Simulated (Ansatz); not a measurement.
**Relative stability**

Two relaxed structures of CH5BN, doublet (PBE0-D4/def2-TZVP; forces vanish, vibrations not checked).

A:

```xyz
8
angstrom
B -1.0070 0.5619 -0.5622
C 0.2339 0.3699 0.2571
N 0.8613 -0.8125 0.3970
H -1.4815 -0.3853 -1.1332
H -1.5144 1.6416 -0.6442
H 0.7196 1.1770 0.8006
H 1.6921 -0.9243 0.9497
H 0.4960 -1.6282 -0.0647
```

B:

```xyz
8
angstrom
B -0.9794 0.5595 -0.5434
C 0.8624 -0.8383 0.3912
N 0.1841 0.3341 0.2132
H -1.4719 -0.3642 -1.1213
H -1.4242 1.6677 -0.5745
H 0.5895 1.1231 0.6960
H 1.7485 -0.8565 1.0062
H 0.4874 -1.7254 -0.0951
```

Ansatz 0.2.0; basis: def2-TZVPP; cores frozen in the correlated methods; orbitals are unrestricted. B3LYP uses VWN-RPA correlation.

(1) Which structure is lower at CCSD(T), and by how much? (An estimate is asked for; the value comes from the calculation.)

The T1 diagnostic stays at or below 0.019. ⟨S²⟩ of the unrestricted Hartree–Fock references: 0.76 to 0.77 (a pure state has 0.75).

Results:

(1) Computed: B, by 45.2 kJ/mol (electronic energy, against the other). By their contacts, A is CH₅BN ([BH2][CH][NH2]) and B is CH₅BN ([BH2][NH][CH2]).

All methods give the same order:

```tsv
method	E(B) − E(A) (kJ/mol)
PBE-D4	-34.8
r2SCAN-D4	-41.4
PBE0-D4	-37.0
B3LYP-D4	-40.2
wB97M-V	-36.2
HF	-57.2
MP2	-43.9
CCSD	-46.0
CCSD(T)	-45.2
```

Labels in which every atom is bracketed show which atoms are joined, not bond orders.

For scale, one of the runs: CCSD(T)/def2-TZVPP, 163 basis functions, launched by `ansatz run in.yaml --threads 2 --pin off --events-out ev --progress --plain --max-ram 4352MiB`. The run took 37 s on 2 CPU threads of an Intel Xeon (shared host), with 3.4 GiB of host memory at its peak.
